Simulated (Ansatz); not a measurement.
Geometry optimisation, Ansatz, UKS revPBE-D4/def2-SVP.

Input:

```yaml
crystal:
  periodic: [false, false, false]
  atoms:
    - { symbol: B, position_ang: [0.0, 0.0, 0.0] }
    - { symbol: F, position_ang: [0.0, 0.0, 1.57] }
    - { symbol: H, position_ang: [1.0305, 0.0, -0.595] }
    - { symbol: H, position_ang: [-1.0305, 0.0, -0.595] }
    - { symbol: O, position_ang: [0.0, 0.0, 3.1] }
    - { symbol: H, position_ang: [-0.5144, -0.8011, 3.4371] }
magnetization:
  spin_polarized: true
  initial_magnetization: 1
basis:
  gaussian: { orbitals: def2-SVP }
hamiltonian:
  xc: revpbe
  dispersion: d4
relax:
  f_tol: 0.15
  max_steps: 25
  restrain:
    - { distance: [1, 4], at: 2.43, k: 30.0 }
    - { distance: [0, 1], at: 1.32, k: 30.0 }
output:
  orbitals: {}
```

Run as:

```bash
$ ansatz run input.yaml --threads 1 --pin off --max-ram 2048MiB --backend cpu --events-out ev --progress --plain --runs-dir out
```

Problem. Where does it end, and by what steps?

Solution. The forces met the threshold. The restraints hold the end off the free minimum. After 16 steps the energy has fallen by 3.452 eV (the restraints' own energy left out); F2 moved furthest, 0.90 Å. The start is strongly strained (largest force component 13 eV/Å).

| step | energy less start (eV) | largest force component (eV/Å) | accepted |
| --- | --- | --- | --- |
| 0 | 0.0000 | 12.673 | yes |
| 1 | -2.7391 | 4.573 | yes |
| 2 | -3.1925 | 3.007 | yes |
| 3 | -3.3976 | 0.253 | yes |
| 4 | -3.4013 | 0.306 | yes |
| 5 | -3.4036 | 0.307 | yes |
| 6 | -3.4148 | 0.468 | no |
| 7 | -3.4086 | 0.267 | yes |
| 8 | -3.4145 | 0.259 | yes |
| 9 | -3.4197 | 0.244 | yes |
| 10 | -3.4340 | 0.467 | no |
| 11 | -3.4250 | 0.289 | yes |
| 12 | -3.4270 | 0.357 | no |
| 13 | -3.4303 | 0.275 | yes |
| 14 | -3.4351 | 0.217 | yes |
| 15 | -3.4417 | 0.211 | yes |
| 16 | -3.4524 | 0.203 | yes |

```xyz
6
Properties=species:S:1:pos:R:3
B -0.067 -0.051 -0.013
F -0.405 -0.670 1.118
H 1.114 0.184 -0.211
H -0.972 0.227 -0.786
O 0.208 0.142 3.336
H -0.394 -0.633 3.475
```

Run time: 29 s on 1 thread of Intel(R) Xeon(R) 6975P-C (Granite Rapids) (shared host), peak memory 0.16 GiB.
